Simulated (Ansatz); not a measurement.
Gold, fcc: convergence with cold smearing

Computed with Ansatz, r²SCAN, scalar-relativistic PAW, on the relaxed cell (a = 4.123 Å; spin not included). Errors count from a run at 500 eV on a Γ-centred 22×22×22 mesh with Fermi-Dirac smearing of 0.1 eV, extrapolated to zero width. Fixed here: cutoff 500 eV, mesh 13×13×13. The SCF starts from atomic densities corrected by a trained network.

| width (eV) | E(σ→0) error (meV/atom) | F error (meV/atom) | P (GPa) | SCF iterations |
| --- | --- | --- | --- | --- |
| 0.01 | 0.4 | 0.4 | -0.18 | 6 |
| 0.03 | 0.4 | 0.5 | -0.14 | 6 |
| 0.1 | 0.6 | 0.5 | -0.13 | 6 |
| 0.2 | 0.6 | -0.2 | -0.05 | 6 |
| 0.3 | 0.0 | -1.5 | 0.02 | 6 |
| 1.0 | -32.0 | 14.5 | -0.35 | 6 |

**Question.** What does the run at 0.6 give (width)?

**Answer.** E(σ→0) error (meV/atom): -4.4; F error (meV/atom): -1.7; P (GPa): 0.13; SCF iterations: 6.
